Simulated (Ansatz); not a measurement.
MgCl2. The state is a singlet with charge 0. Geometry PBE0-D4/def2-TZVP; atoms count from 1.

```xyz
3

Mg    0.003   -0.004    0.005
Cl    0.721    1.811    0.950
Cl   -0.723   -1.807   -0.955
```

Q: Estimate the Mulliken populations from the PBE0/def2-TZVP orbitals of Ansatz.

A: 
| atom | charge (e) |
| --- | --- |
| Mg1 | 0.88 |
| Cl2 | -0.44 |
| Cl3 | -0.44 |
Mulliken values and Mayer orders depend strongly on the basis.

Q: And the Mayer bond orders between bonded heavy atoms (over 0.3)?

A: Mg1–Cl2 0.97 (2.17 Å); Mg1–Cl3 0.97 (2.17 Å).
